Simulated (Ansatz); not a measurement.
# CHClFN: an energy map over angle Cl4–C2–F3 and angle H5–N1–C2

A grid of calculations on CHClFN, SMILES N=C(F)Cl, to see where the energy is lowest and how it rises around there.

Program: Ansatz 0.2.0. Level of theory: RKS B3LYP-D4/def2-TZVP. These are calculated values, not measurements.

**1. Where the work starts**

SMILES `N=C(F)Cl`, 5 atoms, charge 0, spin multiplicity 1.

Atoms are counted from 1 here; the program's logs count them from 0.

Bond lengths: N1–C2 1.254 Å, N1–H5 1.028 Å, C2–F3 1.326 Å, C2–Cl4 1.762 Å. Angles: C2–N1–H5 112.5°, N1–C2–F3 121.7°, N1–C2–Cl4 128.7°, F3–C2–Cl4 109.7°.

Coordinates:

```xyz
5
charge 0, multiplicity 1
N     0.3272    0.9555    0.2804
C     0.1425   -0.2765    0.1331
F     0.8188   -1.1713    0.8409
Cl   -0.9690   -1.1006   -0.9582
H    -0.2696    1.5193   -0.3378
```

This geometry comes from a loose relaxation at PBE in a small basis, which is not shown.

**2. Relaxing the molecule**

input.yaml reads:

```yaml
crystal:
  periodic: [false, false, false]
  atoms:
    - { symbol: "N", position_ang: [0.32716, 0.955508, 0.280417] }
    - { symbol: C, position_ang: [0.142456, -0.276546, 0.133127] }
    - { symbol: F, position_ang: [0.818827, -1.171279, 0.840912] }
    - { symbol: Cl, position_ang: [-0.96903, -1.100603, -0.958156] }
    - { symbol: H, position_ang: [-0.269612, 1.519319, -0.337801] }
basis:
  gaussian: { orbitals: def2-TZVP }
hamiltonian:
  xc: { name: B3LYP }
  dispersion: d4
output:
  forces: true
relax:
  f_tol: 0.003
  max_steps: 120
```

Run with:

```console
$ ansatz run input.yaml --threads 1 --pin off --max-ram 2560MiB --backend cpu --events-out ev --progress --plain --runs-dir out
```

The program printed:

```text
Warning: RAYON_NUM_THREADS=1 ignored (pool sized by the plan → 1); use --threads N
The last accepted step is kept in <dir> (removed where the run ends without a failure and the disk answers)
Engine: ansatz 0.2.0, x86_64-unknown-linux-gnu
Functional definition: B3LYP
  parameter a0 = 0.2
  parameter ax = 0.72
  parameter ac = 0.81
  exchange = (1 - a0 - ax)*slater_x + ax*b88_x + a0*exact_x
  correlation = (1 - ac)*vwn_rpa_c + ac*lyp_c
798 factors; their error is unknown
mean field evaluation 1: about -17778.5036 eV, gradient 6.0e1 eV
mean field evaluation 2: about -17750.7280 eV, gradient 1.2e2 eV
mean field evaluation 4: about -17785.0563 eV, gradient 8.8e0 eV
mean field evaluation 8: about -17785.1935 eV, gradient 1.0e-1 eV
mean field evaluation 16: about -17785.2353 eV, gradient 2.2e-4 eV
mean field -17785.23534521 eV, -653.5953436709 hartree, gradient 6.7e-5 eV, S^2 0.000000; 0 other end points of the search recorded, 0 dependent functions left out
the calculation of the forces begins
reference -17785.23553941 eV, -653.5953508075 hartree; 20, 20 occupied and 116, 116 virtual orbitals, 798 factors
relax step   1: F+E_penalty+E_count = -17785.37483205 eV  Δ(F+E_penalty+E_count) = +0.000e0 eV  max|allowed force component| = 9.081e-1 eV/Å  Δτ_max = 0.0000 Å  (28 SCF iters, accepted)
these checks for a lower state are left out or cut short: starts, cluster_reference, orbital_swaps, neighbouring_geometries, increment
798 factors; their error is unknown
mean field -17785.25057613 eV, -653.5959033969 hartree, gradient 2.2e-5 eV, S^2 0.000000; 0 other end points of the search recorded, 0 dependent functions left out
the calculation of the forces begins
reference -17785.25076995 eV, -653.5959105197 hartree; 20, 20 occupied and 116, 116 virtual orbitals, 798 factors
relax step   2: F+E_penalty+E_count = -17785.39043015 eV  Δ(F+E_penalty+E_count) = -1.560e-2 eV  max|allowed force component| = 1.895e-1 eV/Å  Δτ_max = 0.0137 Å  (33 SCF iters, accepted)
these checks for a lower state are left out or cut short: starts, cluster_reference, orbital_swaps, neighbouring_geometries, increment
798 factors; their error is unknown
mean field evaluation 32: about -17785.2522 eV, gradient 2.2e-5 eV
mean field -17785.25219432 eV, -653.5959628645 hartree, gradient 2.2e-5 eV, S^2 0.000000; 0 other end points of the search recorded, 0 dependent functions left out
the calculation of the forces begins
reference -17785.25238805 eV, -653.5959699839 hartree; 20, 20 occupied and 116, 116 virtual orbitals, 798 factors
relax step   3: F+E_penalty+E_count = -17785.39221284 eV  Δ(F+E_penalty+E_count) = -1.783e-3 eV  max|allowed force component| = 4.260e-2 eV/Å  Δτ_max = 0.0048 Å  (33 SCF iters, accepted)
these checks for a lower state are left out or cut short: starts, cluster_reference, orbital_swaps, neighbouring_geometries, increment
798 factors; their error is unknown
mean field -17785.25224658 eV, -653.5959647847 hartree, gradient 2.2e-5 eV, S^2 0.000000; 0 other end points of the search recorded, 0 dependent functions left out
the calculation of the forces begins
reference -17785.25244048 eV, -653.5959719104 hartree; 20, 20 occupied and 116, 116 virtual orbitals, 798 factors
relax step   4: F+E_penalty+E_count = -17785.39225540 eV  Δ(F+E_penalty+E_count) = -4.257e-5 eV  max|allowed force component| = 6.744e-2 eV/Å  Δτ_max = 0.0068 Å  (32 SCF iters, accepted)
these checks for a lower state are left out or cut short: starts, cluster_reference, orbital_swaps, neighbouring_geometries, increment
798 factors; their error is unknown
mean field -17785.25249099 eV, -653.5959737668 hartree, gradient 2.2e-5 eV, S^2 0.000000; 0 other end points of the search recorded, 0 dependent functions left out
the calculation of the forces begins
reference -17785.25268487 eV, -653.5959808919 hartree; 20, 20 occupied and 116, 116 virtual orbitals, 798 factors
relax step   5: F+E_penalty+E_count = -17785.39251844 eV  Δ(F+E_penalty+E_count) = -2.630e-4 eV  max|allowed force component| = 2.302e-2 eV/Å  Δτ_max = 0.0046 Å  (32 SCF iters, accepted)
these checks for a lower state are left out or cut short: starts, cluster_reference, orbital_swaps, neighbouring_geometries, increment
798 factors; their error is unknown
mean field -17785.25250740 eV, -653.5959743699 hartree, gradient 2.2e-5 eV, S^2 0.000000; 0 other end points of the search recorded, 0 dependent functions left out
the calculation of the forces begins
reference -17785.25270132 eV, -653.5959814964 hartree; 20, 20 occupied and 116, 116 virtual orbitals, 798 factors
relax step   6: F+E_penalty+E_count = -17785.39252843 eV  Δ(F+E_penalty+E_count) = -9.982e-6 eV  max|allowed force component| = 1.642e-2 eV/Å  Δτ_max = 0.0009 Å  (33 SCF iters, accepted)
these checks for a lower state are left out or cut short: starts, cluster_reference, orbital_swaps, neighbouring_geometries, increment
798 factors; their error is unknown
mean field -17785.25247508 eV, -653.5959731820 hartree, gradient 2.2e-5 eV, S^2 0.000000; 0 other end points of the search recorded, 0 dependent functions left out
the calculation of the forces begins
reference -17785.25266905 eV, -653.5959803104 hartree; 20, 20 occupied and 116, 116 virtual orbitals, 798 factors
relax step   7: F+E_penalty+E_count = -17785.39248566 eV  Δ(F+E_penalty+E_count) = +4.277e-5 eV  max|allowed force component| = 3.557e-2 eV/Å  Δτ_max = 0.0033 Å  (32 SCF iters, rejected (line search))
these checks for a lower state are left out or cut short: starts, cluster_reference, orbital_swaps, neighbouring_geometries, increment
798 factors; their error is unknown
mean field evaluation 64: about -17785.2525 eV, gradient 9.2e-5 eV
mean field -17785.25254732 eV, -653.5959758370 hartree, gradient 2.2e-5 eV, S^2 0.000000; 0 other end points of the search recorded, 0 dependent functions left out
the calculation of the forces begins
reference -17785.25274130 eV, -653.5959829654 hartree; 20, 20 occupied and 116, 116 virtual orbitals, 798 factors
relax step   8: F+E_penalty+E_count = -17785.39255694 eV  Δ(F+E_penalty+E_count) = -2.852e-5 eV  max|allowed force component| = 2.683e-4 eV/Å  Δτ_max = 0.0013 Å  (33 SCF iters, accepted)
798 factors; their error is unknown
mean field -17785.25254732 eV, -653.5959758370 hartree, gradient 2.2e-5 eV, S^2 0.000000; 1 other end points of the search recorded, 0 dependent functions left out
the calculation of the forces begins
reference -17785.25274130 eV, -653.5959829654 hartree; 20, 20 occupied and 116, 116 virtual orbitals, 798 factors
Total energy: -17785.39275092 eV, -653.6011282239 hartree
Atom 0 at     0.320060     0.942828     0.273308 Å, force    -0.000021    -0.000268     0.000025 eV/Å
Atom 1 at     0.137868    -0.273020     0.128383 Å, force     0.000079     0.000200    -0.000013 eV/Å
Atom 2 at     0.815939    -1.161216     0.837826 Å, force     0.000071    -0.000067     0.000100 eV/Å
Atom 3 at    -0.961650    -1.094511    -0.950976 Å, force    -0.000068    -0.000013    -0.000045 eV/Å
Atom 4 at    -0.262415     1.512318    -0.330042 Å, force    -0.000060     0.000147    -0.000067 eV/Å
Dipole moment:    -0.255153     0.066372    -0.258545 e Å
```

Wall time 19 s (1 thread of Intel Xeon 6975P-C (Granite Rapids), shared host); peak memory 0.24 GiB.

Relaxation path:

| step | energy from step 1 (eV) | largest force component (eV/Å) |
| --- | --- | --- |
| 1 | 0.0000 | 0.9081 |
| 2 | -0.0156 | 0.1895 |
| 3 | -0.0174 | 0.0426 |
| 4 | -0.0174 | 0.0674 |
| 5 | -0.0177 | 0.0230 |
| 6 | -0.0177 | 0.0164 |
| 7 | -0.0177 | 0.0356 |
| 8 | -0.0177 | 0.0003 |

Close pairs (by a distance rule), those that changed most:

| bond | before (Å) | after (Å) | change (Å) |
| --- | --- | --- | --- |
| N1–C2 | 1.254 | 1.238 | -0.017 |
| C2–Cl4 | 1.762 | 1.746 | -0.016 |
| N1–H5 | 1.028 | 1.014 | -0.014 |
| C2–F3 | 1.326 | 1.324 | -0.003 |

**3. The grid**

The axes are (1) angle Cl4–C2–F3: 15 values from 74.8 to 144.8 °; (2) angle H5–N1–C2: 15 values from 68.4 to 158.4 °.

Nothing else is relaxed (all other coordinates rigid). Energies count from the relaxed molecule at the same level. Points are written as (first, second).

Below, 3 of the grid's runs; all are launched alike.

**4. Grid point (129.8°, 145.6°)**

input.yaml reads:

```yaml
crystal:
  periodic: [false, false, false]
  atoms:
    - { symbol: "N", position_ang: [0.32006, 0.942828, 0.273308] }
    - { symbol: C, position_ang: [0.137868, -0.27302, 0.128383] }
    - { symbol: F, position_ang: [0.815939, -1.161216, 0.837826] }
    - { symbol: Cl, position_ang: [-1.085364, -0.517189, -1.093456] }
    - { symbol: H, position_ang: [0.048014, 1.871292, -0.029301] }
basis:
  gaussian: { orbitals: def2-TZVP }
hamiltonian:
  xc: { name: B3LYP }
  dispersion: d4
output:
  forces: true
```

Run with:

```console
$ ansatz run input.yaml --threads 1 --pin off --max-ram 2560MiB --backend cpu --events-out ev --progress --plain --runs-dir out
```

The program printed:

```text
Warning: RAYON_NUM_THREADS=1 ignored (pool sized by the plan → 1); use --threads N
Engine: ansatz 0.2.0, x86_64-unknown-linux-gnu
Functional definition: B3LYP
  parameter a0 = 0.2
  parameter ax = 0.72
  parameter ac = 0.81
  exchange = (1 - a0 - ax)*slater_x + ax*b88_x + a0*exact_x
  correlation = (1 - ac)*vwn_rpa_c + ac*lyp_c
798 factors; their error is unknown
mean field evaluation 1: about -17776.4281 eV, gradient 6.4e1 eV
mean field evaluation 2: about -17728.6705 eV, gradient 1.4e2 eV
mean field evaluation 4: about -17783.8326 eV, gradient 9.8e0 eV
mean field evaluation 8: about -17784.0054 eV, gradient 1.6e-1 eV
mean field evaluation 16: about -17784.0493 eV, gradient 2.2e-4 eV
mean field -17784.04931319 eV, -653.5517577983 hartree, gradient 2.0e-5 eV, S^2 0.000000; 0 other end points of the search recorded, 0 dependent functions left out
the calculation of the forces begins
reference -17784.04951029 eV, -653.5517650414 hartree; 20, 20 occupied and 116, 116 virtual orbitals, 798 factors
Total energy: -17784.18943395 eV, -653.5569071411 hartree
Atom 0 at     0.320060     0.942828     0.273308 Å, force     2.514613    -0.346258     2.538410 eV/Å
Atom 1 at     0.137868    -0.273020     0.128383 Å, force    -0.514484     4.858030    -0.669816 eV/Å
Atom 2 at     0.815939    -1.161216     0.837826 Å, force    -0.966113    -0.627045    -0.951344 eV/Å
Atom 3 at    -1.085364    -0.517189    -1.093456 Å, force    -0.480648    -2.634126    -0.400344 eV/Å
Atom 4 at     0.048014     1.871292    -0.029301 Å, force    -0.553367    -1.250601    -0.516907 eV/Å
Dipole moment:    -0.157248     0.202748    -0.164422 e Å
```

It took 2.6 s on 1 thread of Intel Xeon 6975P-C (Granite Rapids), shared host; peak memory 0.23 GiB.

On the map this point reads 116 kJ/mol.

**5. Grid point (104.8°, 132.7°)**

input.yaml: that of step 4 with these lines changed.

```diff
@@ -6,4 +6,4 @@
     - { symbol: F, position_ang: [0.815939, -1.161216, 0.837826] }
-    - { symbol: Cl, position_ang: [-1.085364, -0.517189, -1.093456] }
-    - { symbol: H, position_ang: [0.048014, 1.871292, -0.029301] }
+    - { symbol: Cl, position_ang: [-0.90943, -1.224805, -0.894396] }
+    - { symbol: H, position_ang: [-0.092775, 1.757153, -0.167225] }
 basis:
```

Run with:

```console
$ ansatz run input.yaml --threads 1 --pin off --max-ram 2560MiB --backend cpu --events-out ev --progress --plain --runs-dir out
```

The program printed:

```text
Warning: RAYON_NUM_THREADS=1 ignored (pool sized by the plan → 1); use --threads N
Engine: ansatz 0.2.0, x86_64-unknown-linux-gnu
Functional definition: B3LYP
  parameter a0 = 0.2
  parameter ax = 0.72
  parameter ac = 0.81
  exchange = (1 - a0 - ax)*slater_x + ax*b88_x + a0*exact_x
  correlation = (1 - ac)*vwn_rpa_c + ac*lyp_c
798 factors; their error is unknown
mean field evaluation 1: about -17778.2392 eV, gradient 6.1e1 eV
mean field evaluation 2: about -17752.0511 eV, gradient 1.2e2 eV
mean field evaluation 4: about -17784.8644 eV, gradient 8.5e0 eV
mean field evaluation 8: about -17784.9912 eV, gradient 2.3e-1 eV
mean field evaluation 16: about -17785.0345 eV, gradient 6.7e-5 eV
mean field -17785.03448085 eV, -653.5879620417 hartree, gradient 6.7e-5 eV, S^2 0.000000; 0 other end points of the search recorded, 0 dependent functions left out
the calculation of the forces begins
reference -17785.03467962 eV, -653.5879693467 hartree; 20, 20 occupied and 116, 116 virtual orbitals, 798 factors
Total energy: -17785.17330809 eV, -653.5930638487 hartree
Atom 0 at     0.320060     0.942828     0.273308 Å, force     0.438035    -0.636152     0.460307 eV/Å
Atom 1 at     0.137868    -0.273020     0.128383 Å, force    -0.210887     1.140509    -0.247903 eV/Å
Atom 2 at     0.815939    -1.161216     0.837826 Å, force     0.465086     0.071840     0.465247 eV/Å
Atom 3 at    -0.909430    -1.224805    -0.894396 Å, force    -0.361334     0.335617    -0.373702 eV/Å
Atom 4 at    -0.092775     1.757153    -0.167225 Å, force    -0.330900    -0.911814    -0.303948 eV/Å
Dipole moment:    -0.213220     0.206389    -0.220796 e Å
```

Run time: 1.9 s. Hardware: 1 thread of Intel Xeon 6975P-C (Granite Rapids), shared host; peak memory 0.23 GiB.

On the map this point reads 21 kJ/mol.

**6. The run at (109.8°, 113.4°)**

input.yaml: that of step 5 with these lines changed.

```diff
@@ -6,4 +6,4 @@
     - { symbol: F, position_ang: [0.815939, -1.161216, 0.837826] }
-    - { symbol: Cl, position_ang: [-0.90943, -1.224805, -0.894396] }
-    - { symbol: H, position_ang: [-0.092775, 1.757153, -0.167225] }
+    - { symbol: Cl, position_ang: [-0.961963, -1.093643, -0.951318] }
+    - { symbol: H, position_ang: [-0.262581, 1.511982, -0.330198] }
 basis:
```

Run with:

```console
$ ansatz run input.yaml --threads 1 --pin off --max-ram 2560MiB --backend cpu --events-out ev --progress --plain --runs-dir out
```

The program printed:

```text
Warning: RAYON_NUM_THREADS=1 ignored (pool sized by the plan → 1); use --threads N
Engine: ansatz 0.2.0, x86_64-unknown-linux-gnu
Functional definition: B3LYP
  parameter a0 = 0.2
  parameter ax = 0.72
  parameter ac = 0.81
  exchange = (1 - a0 - ax)*slater_x + ax*b88_x + a0*exact_x
  correlation = (1 - ac)*vwn_rpa_c + ac*lyp_c
798 factors; their error is unknown
mean field evaluation 1: about -17778.4077 eV, gradient 6.1e1 eV
mean field evaluation 2: about -17752.8237 eV, gradient 1.2e2 eV
mean field evaluation 4: about -17785.0797 eV, gradient 8.6e0 eV
mean field evaluation 8: about -17785.2112 eV, gradient 2.3e-1 eV
mean field evaluation 16: about -17785.2525 eV, gradient 1.3e-4 eV
mean field -17785.25254181 eV, -653.5959756343 hartree, gradient 2.0e-5 eV, S^2 0.000000; 0 other end points of the search recorded, 0 dependent functions left out
the calculation of the forces begins
reference -17785.25273555 eV, -653.5959827541 hartree; 20, 20 occupied and 116, 116 virtual orbitals, 798 factors
Total energy: -17785.39274856 eV, -653.6011281375 hartree
Atom 0 at     0.320060     0.942828     0.273308 Å, force     0.000669     0.000895     0.000689 eV/Å
Atom 1 at     0.137868    -0.273020     0.128383 Å, force     0.000081     0.001734    -0.000074 eV/Å
Atom 2 at     0.815939    -1.161216     0.837826 Å, force    -0.002505    -0.000953    -0.002457 eV/Å
Atom 3 at    -0.961963    -1.093643    -0.951318 Å, force     0.001421    -0.003263     0.001558 eV/Å
Atom 4 at    -0.262581     1.511982    -0.330198 Å, force     0.000334     0.001587     0.000284 eV/Å
Dipole moment:    -0.255176     0.066125    -0.258560 e Å
```

Wall time 2.1 s (1 thread of Intel Xeon 6975P-C (Granite Rapids), shared host); peak memory 0.23 GiB.

Energy on the map's scale: 0 kJ/mol.

**7. Energy over the grid**

225 points were computed. Energies in kJ/mol, from the relaxed molecule at the same level:

```csv
"angle H5–N1–C2 (°) ↓, angle Cl4–C2–F3 (°) →",74.8,79.8,84.8,89.8,94.8,99.8,104.8,109.8,114.8,119.8,124.8,129.8,134.8,139.8,144.8
158.4,375,272,196,141,104,80,67,64,70,85,108,140,183,237,304
152.0,364,260,184,130,92,68,56,53,59,73,97,129,171,225,293
145.6,353,249,173,118,81,57,44,41,47,61,84,116,158,213,281
139.1,342,238,162,107,69,45,32,29,34,48,71,103,145,200,269
132.7,332,228,152,97,59,35,21,18,23,37,59,91,133,188,258
126.3,325,221,144,89,51,26,12,8,13,27,49,81,124,180,252
119.9,321,216,140,84,46,21,7,2,7,20,43,75,118,175,250
113.4,320,216,139,83,44,19,5,0,4,18,40,73,118,177,255
107.0,324,220,143,87,48,22,7,3,7,21,44,77,123,185,267
100.6,334,229,152,96,56,30,16,11,16,30,53,89,137,203,290
94.1,349,245,167,111,72,46,31,27,32,47,72,109,161,231,325
87.7,372,267,190,133,94,68,54,50,56,72,99,139,195,271,374
81.3,402,297,220,164,125,99,85,82,90,108,137,181,242,325,439
74.9,440,336,259,203,165,140,127,125,134,155,188,236,303,395,523
68.4,490,386,310,255,217,193,182,182,193,217,254,307,381,484,625
```

The largest force on an atom (eV/Å) at each point:

```csv
"angle H5–N1–C2 (°) ↓, angle Cl4–C2–F3 (°) →",74.8,79.8,84.8,89.8,94.8,99.8,104.8,109.8,114.8,119.8,124.8,129.8,134.8,139.8,144.8
158.4,11.0,8.0,5.7,3.9,2.6,2.7,3.1,3.6,4.1,4.6,5.1,5.6,6.1,6.5,6.8
152.0,11.1,8.0,5.7,3.9,2.6,2.3,2.7,3.2,3.7,4.3,4.8,5.3,5.8,6.2,6.8
145.6,11.1,8.0,5.7,3.9,2.5,1.8,2.2,2.8,3.3,3.8,4.4,4.9,5.4,5.9,7.0
139.1,11.1,8.1,5.7,3.9,2.5,1.5,1.7,2.2,2.8,3.4,3.9,4.5,5.0,5.6,7.0
132.7,11.1,8.1,5.7,3.9,2.5,1.5,1.2,1.7,2.3,2.9,3.4,4.0,4.5,5.4,6.8
126.3,11.1,8.1,5.7,3.9,2.5,1.5,0.7,1.2,1.7,2.3,2.9,3.4,4.0,5.2,6.5
119.9,11.1,8.0,5.7,3.9,2.5,1.5,0.6,0.6,1.2,1.7,2.3,2.9,3.7,5.1,6.7
113.4,11.0,8.0,5.7,3.9,2.5,1.5,0.6,0.0,0.6,1.2,1.9,2.8,3.9,5.3,7.1
107.0,11.0,8.0,5.7,3.9,2.5,1.7,1.1,0.6,0.6,1.2,2.0,2.9,4.0,5.6,7.5
100.6,11.0,8.0,5.6,3.9,2.7,2.3,1.8,1.2,1.1,1.3,2.1,3.0,4.3,5.9,8.1
94.1,10.9,8.0,5.6,3.8,3.3,2.9,2.4,1.9,1.9,1.9,2.2,3.3,4.6,6.4,8.8
87.7,10.9,7.9,5.6,4.3,3.9,3.5,3.0,2.7,2.7,2.8,3.0,3.6,5.1,7.1,9.8
81.3,10.9,7.9,5.6,4.9,4.6,4.2,3.7,3.6,3.7,3.8,4.1,4.4,5.7,8.0,11.1
74.9,10.8,7.9,5.8,5.6,5.2,4.9,4.7,4.7,4.8,5.0,5.3,5.7,6.5,9.1,12.8
68.4,10.8,8.0,6.6,6.4,6.1,6.0,6.0,6.1,6.2,6.4,6.7,7.2,7.9,10.4,14.8
```

**8. Outcome**

```
                       quantity                                                                        value
                   lowest point                                                   (109.8°, 113.4°), 0 kJ/mol
         highest computed point                                 (144.8°, 68.4°), 625 kJ/mol above the lowest
largest force on an atom (eV/Å)  0.0 at (109.8°, 113.4°) to 14.8 at (144.8°, 68.4°); 0.0 at the lowest point
        time for the whole task                                               9 min on 1 thread, shared host
```

What this shows: The lowest computed point is at (109.8°, 113.4°), 0 kJ/mol from the relaxed molecule at the same level. No other kind of well shows on this grid. The highest computed point, (144.8°, 68.4°), lies 625 kJ/mol above the lowest. Round the minimum the two coordinates are nearly uncoupled.
